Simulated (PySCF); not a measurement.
**Cost of excited-state runs on `InChI=1S/C6H6/c1-2-4-6-5-3-1/h1-6H`**

Bonds (- single, = double, # triple, : aromatic): C1:C2 1.395 Å, C2:C3 1.395 Å, C3:C4 1.395 Å, C4:C5 1.395 Å, C5:C6 1.395 Å, C6:C1 1.395 Å. C1 carries H7; C2 carries H8; C3 carries H9; C4 carries H10; C5 carries H11; C6 carries H12.

PySCF with density fitting, on 1 thread of an Arm Neoverse V1, shared host. Command: `OMP_NUM_THREADS=1 python excited_run.py task.json out`

Task: How long does each of these runs take, and how much memory?
- magnetisability and related constants, B97-2/aug-pcSseg-1; usual settings
- magnetisability and related constants, B97-D/aug-pcSseg-1; usual settings
- magnetisability and related constants, BHandHLYP/aug-pcSseg-1; usual settings
- magnetisability and related constants, BP86/aug-pcSseg-1; usual settings
- magnetisability and related constants, OLYP/aug-pcSseg-1; usual settings
- magnetisability and related constants, revPBE/aug-pcSseg-1; usual settings

Result: 
| run | level | basis functions | wall time | peak memory (GiB) |
| --- | --- | --- | --- | --- |
| magnetisability and related constants | B97-2/aug-pcSseg-1 | 210 | 23 s | 0.8 |
| magnetisability and related constants | B97-D/aug-pcSseg-1 | 210 | 32 s | 0.79 |
| magnetisability and related constants | BHandHLYP/aug-pcSseg-1 | 210 | 22 s | 0.8 |
| magnetisability and related constants | BP86/aug-pcSseg-1 | 210 | 32 s | 0.79 |
| magnetisability and related constants | OLYP/aug-pcSseg-1 | 210 | 32 s | 0.75 |
| magnetisability and related constants | revPBE/aug-pcSseg-1 | 210 | 30 s | 0.75 |

Times from a shared host are rough.
